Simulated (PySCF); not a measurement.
Species: C6H10.
SMILES with atom numbers: `[CH2:1]=[C:2]1[CH2:3][CH2:4][C@@H:5]1[CH3:6]` (hydrogens: H7, H8 on C1; H9, H10 on C3; H11, H12 on C4; H13 on C5; H14, H15, H16 on C6)

The geometry is computed with GFN2-xTB (gas phase).

Problem. Give the optimised bond lengths and angles.

Solution. 
```tsv
bond	length (Å)	order
C1=C2	1.316	double
C2–C3	1.505	single
C3–C4	1.540	single
C4–C5	1.545	single
C5–C6	1.521	single
C2–C5	1.510	single
C1–H7	1.077	single
C1–H8	1.077	single
C3–H9	1.090	single
C3–H10	1.090	single
C4–H11	1.088	single
C4–H12	1.088	single
C5–H13	1.093	single
C6–H14, C6–H15, C6–H16	1.088	single
```

Bonds in one row agree within 0.01 Å and their mean is given. Orders are formal, as drawn. A selection of angles:
```tsv
angle	degrees
C2–C1–H7	121.7
C2–C1–H8	121.7
H7–C1–H8	116.5
C1–C2–C3	133.8
C1–C2–C5	133.5
C3–C2–C5	92.6
C2–C3–C4	88.9
C2–C3–H9	114.0
C2–C3–H10	114.7
C4–C3–H9	114.8
C4–C3–H10	115.2
H9–C3–H10	108.4
C3–C4–C5	90.0
C3–C4–H11	114.1
C3–C4–H12	114.6
C5–C4–H11	113.6
C5–C4–H12	114.8
H11–C4–H12	108.9
C4–C5–C6	116.0
C4–C5–H13	113.4
C6–C5–H13	109.5
C2–C5–C4	88.5
C2–C5–C6	115.4
C2–C5–H13	113.0
C5–C6–H14	110.4
H14–C6–H15	108.7
H15–C6–H16	108.3
```

Torsions: C1–C2–C3–C4 -178° (antiperiplanar); C2–C3–C4–C5 -1° (synperiplanar); C3–C4–C5–C6 119° (anticlinal); C1–C2–C5–C4 178° (antiperiplanar).

The 4-membered ring C2–C3–C4–C5 has internal angles of 88.5° to 92.6° (sum 360°, against 360° for a flat polygon); it is planar, 0.01 Å rms from its mean plane, widest ring torsion 1°. The C–C distances run from 1.316 Å (C1=C2, drawn double) to 1.545 Å (C4–C5, drawn single), a spread of 0.229 Å.

Point group: C1 (no symmetry element, even within 0.4 Å). Not checked by GFN2-xTB frequencies.
